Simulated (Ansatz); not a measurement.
CH4Si (SMILES [CH][SiH3]): the energy, rung by rung

CH4Si: 6 atoms, total charge 0, spin state triplet. SMILES: `[CH][SiH3]`. The shape is that of a GFN2-xTB optimisation.

| atom | x (Å) | y (Å) | z (Å) |
| --- | --- | --- | --- |
| C | 0.6673 | -0.8522 | 0.7346 |
| Si | -0.2589 | 0.4043 | -0.1786 |
| H | 1.1379 | -1.8135 | 0.7310 |
| H | -1.5441 | -0.1432 | -0.6446 |
| H | 0.5114 | 0.8610 | -1.3475 |
| H | -0.5136 | 1.5436 | 0.7052 |

Quantity: the energy change with the C1–H3 bond stretched from 1.070 to 2.141 Å, in eV. The values are calculated.

| level | kind | program | value (eV) | less FCI/STO-3G |
| --- | --- | --- | --- | --- |
| UHF/STO-3G | Hartree–Fock | Ansatz | 4.17 | -0.15 |
| UBLYP/STO-3G | GGA | Ansatz | 4.77 | +0.45 |
| U-r2SCAN0/STO-3G | hybrid meta-GGA | Ansatz | 4.98 | +0.66 |
| UCAM-B3LYP/STO-3G | range-separated hybrid | Ansatz | 5.21 | +0.89 |
| UHSE06/STO-3G | range-separated hybrid | Ansatz | 5.13 | +0.81 |
| UB2PLYP/STO-3G | double hybrid | Ansatz | 5.01 | +0.69 |
| RPA@PBE/STO-3G | RPA | Ansatz | 4.78 | +0.46 |
| UMP2/STO-3G | perturbation theory | Ansatz | 4.48 | +0.16 |
| UCCSDT/STO-3G | coupled cluster or CI | Ansatz | 4.33 | +0.01 |
| FCI/STO-3G | exact in the basis | Ansatz | 4.32 | 0.00 |

FCI/STO-3G is exact within its basis and frozen core, so for wave-function methods in that basis the difference is their error; functionals converge differently with the basis, so for them it is only a difference. The first shape isn't each level's own minimum. The values span 4.17 to 5.21 eV. Spin contamination of the reference (⟨S²⟩ at least 0.1 too high) touches UHF/STO-3G, UBLYP/STO-3G, U-r2SCAN0/STO-3G, UCAM-B3LYP/STO-3G, UHSE06/STO-3G, UB2PLYP/STO-3G, RPA@PBE/STO-3G, UMP2/STO-3G, UCCSDT/STO-3G. All rows use very small basis sets, so even the best lies far from the true value.
